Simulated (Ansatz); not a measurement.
Potential energy curve for NH, triplet.

- UKS-PBE = unrestricted PBE/cc-pVTZ (Ansatz, a first-principles code)
- UKS-B3LYP = unrestricted B3LYP/cc-pVTZ in Ansatz
- FCI = full CI/cc-pVTZ, frozen core run with Ansatz

Energies relative to the lowest point of each curve between 0.84 and 1.29 Å, where full CI is lowest, in eV; the last columns give the error against full CI:

| R / Å | UKS-PBE | UKS-B3LYP | FCI | UKS-PBE − FCI | UKS-B3LYP − FCI |
|---|---|---|---|---|---|
| 0.74 | 3.570 | 3.439 | 3.452 | 0.119 | -0.012 |
| 0.79 | 2.196 | 2.091 | 2.092 | 0.104 | -0.002 |
| 0.84 | 1.261 | 1.179 | 1.175 | 0.086 | 0.003 |
| 0.88 | 0.750 | 0.685 | 0.680 | 0.070 | 0.005 |
| 0.93 | 0.332 | 0.289 | 0.284 | 0.048 | 0.005 |
| 0.97 | 0.135 | 0.108 | 0.104 | 0.031 | 0.003 |
| 1.00 | 0.049 | 0.034 | 0.032 | 0.018 | 0.002 |
| 1.04 | 0.001 | 0.000 | 0.000 | 0.001 | 0.000 |
| 1.06 | 0.000 | 0.006 | 0.007 | -0.007 | -0.001 |
| 1.11 | 0.051 | 0.075 | 0.078 | -0.027 | -0.003 |
| 1.15 | 0.136 | 0.173 | 0.177 | -0.040 | -0.003 |
| 1.22 | 0.349 | 0.408 | 0.409 | -0.061 | -0.001 |
| 1.29 | 0.614 | 0.694 | 0.688 | -0.074 | 0.006 |
| 1.37 | 0.951 | 1.052 | 1.029 | -0.079 | 0.023 |
| 1.50 | 1.519 | 1.649 | 1.578 | -0.059 | 0.071 |
| 1.63 | 2.063 | 2.204 | 2.068 | -0.005 | 0.136 |
| 1.80 | 2.673 | 2.779 | 2.576 | 0.097 | 0.202 |
| 2.01 | 3.185 | 3.225 | 2.989 | 0.196 | 0.236 |
| 2.24 | 3.487 | 3.485 | 3.229 | 0.258 | 0.256 |
| 2.55 | 3.669 | 3.648 | 3.364 | 0.305 | 0.285 |
| 2.97 | 3.755 | 3.732 | 3.419 | 0.337 | 0.313 |
| 3.44 | 3.785 | 3.764 | 3.434 | 0.351 | 0.329 |

UKS-PBE is furthest from FCI at 3.44 (0.351 eV, above); its mean absolute error over the points is 0.108 eV.

UKS-B3LYP is furthest from FCI at 3.44 (0.329 eV, above); its mean absolute error over the points is 0.086 eV.

The unrestricted determinant behind UKS-PBE is spin-contaminated at 1.80 to 3.44 Å (<S²> up to 3.0, against 2.00 for a pure triplet). The unrestricted determinant behind UKS-B3LYP is spin-contaminated at 1.63 to 3.44 Å (<S²> up to 3.0, against 2.00 for a pure triplet).
